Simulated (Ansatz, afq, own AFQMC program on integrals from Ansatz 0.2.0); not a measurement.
## Where AFQMC and coupled cluster stand for AlHF, doublet

```yaml
atoms:
  - { symbol: Al, position_ang: [-0.3470, 0.9537, 0.4283] }
  - { symbol: F, position_ang: [-0.2833, 1.7756, -1.0260] }
  - { symbol: H, position_ang: [-1.0066, 1.7487, 1.6673] }
```

Connectivity, by distances: AlH–F.

Basis def2-TZVP. Only valence electrons are correlated. Ansatz 0.2.0 and our own AFQMC program on the same integrals; the CISD trial comes from CCSD amplitudes, and released means the phaseless constraint is let go. Error bars are statistical, one sigma.

Determinant: UHF, the one that the program's search chose, which needn't be the lowest solution. The geometry is a PBE0/def2-SVP stationary point of this or a neighbouring charge and spin state.

No full CI on the walks' own integrals is used here; CCSDT(Q) serves as the reference and is uncertain by about the last step of the cluster series.

Cautions: the released energies move by 1.5 errors or more from one time to the next, so no released level is given (meV from the phaseless value at times in 1/Eh: -2 ± 5 at 0.24, -3 ± 4 at 0.51, -2 ± 5 at 0.99, 0 ± 5 at 1.62, -14 ± 7 at 2.40), though the last usable value meets CCSDT(Q) within the noise.

The T1 diagnostic is 0.0164, the weight of the determinant in the CISD state is 0.915 and the ⟨S²⟩ of the determinant is 0.758. The size of the correlated space is 11 electrons in 68 orbitals.

```tsv
level	correlation energy (eV)
MP2	-8.4110
CCSD	-8.6753
CCSD(T)	-8.9121
```

(1) Estimate where phaseless AFQMC with a CISD trial lies against CCSD(T) on the same integrals.

(1) 18.3 ± 5.3 meV below CCSD(T).

Reference: CCSDT(Q), correlation energy -8.932 eV.

```csv
level,E − E(reference) (meV),share of correlation (%)
CCSD(T),20.0,99.78
CCSDT,10.4,99.88
ph-AFQMC/HF,-64.9 ± 25.7,100.73
ph-AFQMC/CISD,1.7 ± 5.3,99.98
```

A walk keeps the symmetry of its determinant, which the program's search chose and which needn't be the lowest solution, so a lower state of the same spin and another symmetry isn't excluded.
